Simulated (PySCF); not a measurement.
**Magnesium: a sound run and one with changed settings**

Sound run: Mg [Ne] 3s2, Mg⁺ [Ne] 3s1. Calculation: PySCF 2.14, in jorge-DZP-DKH (7s4p1d, 24 functions); scalar relativity by spin-free X2C-1e. The sound run starts from symmetry-adapted Hartree-Fock orbitals and uses a fine grid where one is needed.

Changed run: 6 angular points. This setting is unsound on purpose.

| species | method | sound run (hartree) | changed run (hartree) | converged |
| --- | --- | --- | --- | --- |
| Mg | UHF | -199.91307 | -199.91307 | yes |
| Mg | MN15 | -200.36553 | -200.36553 | yes |
| Mg | LDA | -199.42958 | -199.42958 | yes |
| Mg⁺ | UHF | -199.67014 | -199.67014 | yes |
| Mg⁺ | MN15 | -200.08724 | -200.08724 | yes |
| Mg⁺ | LDA | -199.14519 | -199.14519 | yes |

Ionisation energy of Mg:

```tsv
method	sound run (eV)	changed run (eV)
UHF	6.610	6.610
MN15	7.573	7.573
LDA	7.739	7.739
```

Here the setting changes nothing at the digits shown.

For comparison, NIST gives 7.646 eV between the lowest levels.
